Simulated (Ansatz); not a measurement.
For rock-salt PbSe, PBE (Ansatz, a quantum-chemistry and plane-wave program, PAW) gives:

| Property | Value |
|---|---|
| lattice parameter a | 6.218 Å |
| bulk modulus B0 | 46.7 GPa |
| cohesive energy | 3.35 eV/atom |
| band gap at the measured cell | 0.29 eV |
| enthalpy of formation | -0.564 eV/atom |

Question: What does r²SCAN0 in Ansatz (plane waves, PAW) give for the same quantities?

Answer: 
- lattice constant a: 6.159 Å (decreases by 0.9 %)
- bulk modulus: 53.7 GPa (rises by 15 %)
- cohesive energy: 3.17 eV/atom (drops by 0.18 eV/atom)
- band gap at the measured cell: 1.45 eV (rises by 1.16 eV)
- formation enthalpy: -0.705 eV/atom (moves by -0.141 eV/atom)

For comparison: lattice constant a 6.105 Å (measured, 120 K, no zero-point or thermal correction; as tabulated in Noda, Masumoto, Ohba, Saito, Toriumi, Iwata, Shibuya, Acta Cryst. C 43, 1443 …); bulk modulus 47.9 ± 0.4 GPa (measured, 298 K, no zero-point or thermal correction, isothermal, neutron diffraction, our sources range from 47.9 to 54.1; as tabulated in Knight et al. (2022), doi:10.1039/d1ma01093j); band gap 0.27 eV (measured, temperature not stated, not corrected to a static lattice, compiled measured gap; kind and temperature not stated; as tabulated in Kothakonda et al. (2022), arXiv:2208.02841); formation enthalpy -0.518 ± 0.01 eV/atom (measured, 298 K, copied from a table, unchecked, not corrected to a static lattice, our sources range from -0.533 to -0.518; as tabulated in Wang et al. (2021), doi:10.1038/s41598-021-94550-5).

Changes are worked out from the printed values.

Unless a cell is named, each level is at its own relaxed cell (PBE 30.05, r²SCAN0 29.20 Å³/atom).

Levels without +SOC leave out spin–orbit coupling, which shifts energies and cells of such heavy elements.

Levels without +SOC have no spin–orbit coupling; where heavier elements are present it shifts gaps, mostly down, and can invert bands. Density-functional gaps are differences of (generalised) Kohn–Sham levels.

Ansatz's density-functional and Hartree–Fock values are scalar-relativistic unless marked +SOC, with PAW data made under PBE.
